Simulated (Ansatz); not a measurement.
A made-up structure of AlBSiH$_{5}$ (charge -1), singlet:

```csv
atom,x (Å),y (Å),z (Å)
Al1,0.4110,0.5533,0.7776
B2,-0.6800,1.1499,-0.8448
Si3,0.6191,-1.2807,0.5841
H4,-0.8203,0.5210,-1.7973
H5,-1.2858,2.1205,-0.9617
H6,0.7455,1.3008,2.0581
H7,0.2750,-2.0339,-0.6630
H8,1.1187,-2.3261,1.5549
```

It is relaxed with PBE-D4/def2-SVPD and then PBE0-D4/def2-TZVPD (Ansatz 0.2.0). Atoms count as bonded within 1.22 times the sum of their covalent radii (H–H: 0.88 Å). The end point is not checked to be a true minimum.

Q: Does its bonding change? (A judgement: the text doesn't fix the answer.)

A: Computed: No: no bond forms or breaks.

Where it ends: The first stage lowers the energy by 2.48 eV in 9 steps. It ends as AlBSiH₅ ([BH2][AlH][SiH2]), total charge -1:
Al1  (0.222, 0.665, 0.801)
B2  (-0.764, 1.358, -0.897)
Si3  (0.706, -1.586, 0.616)
H4  (-0.986, 0.584, -1.800)
H5  (-1.167, 2.482, -1.113)
H6  (0.654, 1.466, 2.138)
H7  (0.339, -2.408, -0.586)
H8  (1.380, -2.557, 1.550)
(Å)

Labels in which every atom is bracketed show which atoms are joined, not bond orders.

For scale, one of the runs: PBE0-D4/def2-TZVPD relaxation, 168 basis functions, launched by `ansatz run in.yaml --threads 2 --pin off --events-out ev --progress --plain --max-ram 4352MiB`. The run took about 53 s on 2 CPU threads of an Arm Neoverse V2 (shared host).
